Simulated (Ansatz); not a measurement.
Tin, alpha-Sn (diamond): convergence with Fermi-Dirac smearing

Computed with Ansatz, LDA, scalar-relativistic PAW, on the relaxed cell (a = 6.476 Å; spin not included). Errors count from a run at 420 eV on a Γ-centred 14×14×14 mesh with Fermi-Dirac smearing of 0.1 eV, extrapolated to zero width. Fixed here: cutoff 420 eV, mesh 9×9×9. The SCF starts from atomic densities corrected by a trained network.

| width (eV) | E(σ→0) error (meV/atom) | F error (meV/atom) | P (GPa) | SCF iterations |
| --- | --- | --- | --- | --- |
| 0.01 | 2.9 | 2.8 | -0.09 | 6 |
| 0.03 | 2.8 | 2.6 | -0.05 | 6 |
| 0.1 | 2.5 | 0.5 | 0.00 | 6 |
| 0.3 | 11.6 | -20.9 | 0.25 | 7 |
| 0.6 | 69.8 | -167.6 | 1.52 | 7 |
| 1.0 | 159.3 | -652.4 | 4.25 | 7 |

Question: What does the run at 0.2 give (width)?

Answer: E(σ→0) error (meV/atom): 3.8; F error (meV/atom): -5.8; P (GPa): 0.08; SCF iterations: 7.
